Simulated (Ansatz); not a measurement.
## Naphthalene C₁₀H₈

Level of theory: rVV10 (PAW; Ansatz, a quantum-chemistry and plane-wave program).

Run with plane-wave cutoff 500 eV, 4×4×4 k mesh, gaussian smearing 0.02 eV, scalar-relativistic PAW data made under PBE.

Cell: relaxed at this level.

- volume per atom = 9.23 Å³/atom

Measured, for comparison: equilibrium volume per atom 9.47 Å³/atom (10 K, zero-point motion not removed, unit-cell volume / atoms in the cell; as tabulated in Loboda et al. (2018), arXiv:1809.09959). Computed (rounded) less measured: equilibrium volume per atom -2.5 %.
